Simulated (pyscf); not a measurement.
Optimised with ωB97X-D3(BJ)/def2-SVP in PySCF. Correlated levels are frozen-core, on RHF or UHF. ΔMP2 is the change of the MP2 total energy from the triple- to the quadruple-zeta basis.

Question: For the elementary gas-phase step BH₃ + HO–SiH₃ -> H₂B–OH + SiH₄ (singlet surface; B–H, O–Si broken, B–O, H–Si formed), what barrier and reaction energy does CCSD(T)/def2-TZVPP + ΔMP2(QZVPP) give, measured from the separated reactants?

Answer: ΔE‡ = 1.2 kcal/mol, ΔE = -16.1 kcal/mol. Zero-point energy shifts the barrier by +4.5 kcal/mol. It is a four-centre exchange, with an imaginary mode of 228i cm⁻¹. On the reactant side the descent ends in an adduct with a B–O contact, 16.1 kcal/mol under the separated species and 14.7 kcal/mol under the saddle at ωB97X-D3(BJ)/def2-TZVP. What is counted as formed (B–O) is already present as a longer contact in the reactant adduct; forming that adduct is a step of its own. At the saddle there is also a short B–Si contact that neither side keeps. At ωB97X-D3(BJ) the barrier from the zero used here is -1.3 kcal/mol. This is the saddle that the search found; another between the same sides may lie lower. The CCSD(T) − MP2 part came from Ansatz, without density fitting, on the same reference.
